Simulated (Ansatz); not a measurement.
Li3⁺. Charge 1, multiplicity 1. Geometry relaxed at r2SCAN/def2-TZVP.

| atom | x (Å) | y (Å) | z (Å) |
| --- | --- | --- | --- |
| Li1 | -0.0579 | -0.5533 | -1.6712 |
| Li2 | -0.1467 | -1.1598 | 1.3173 |
| Li3 | 0.2047 | 1.7132 | 0.3539 |

The structure comes from a short search, and lower isomers may exist.

Question: Estimate the harmonic wavenumbers at RKS r2SCAN/def2-TZVP (Ansatz, unscaled). Is this a minimum?

Answer: 231, 231, 296 cm⁻¹. Yes, no mode is imaginary beyond noise. Zero-point energy 4.5 kJ/mol. Run time 2.4 s (4 threads of Arm Neoverse V2 on a shared host).
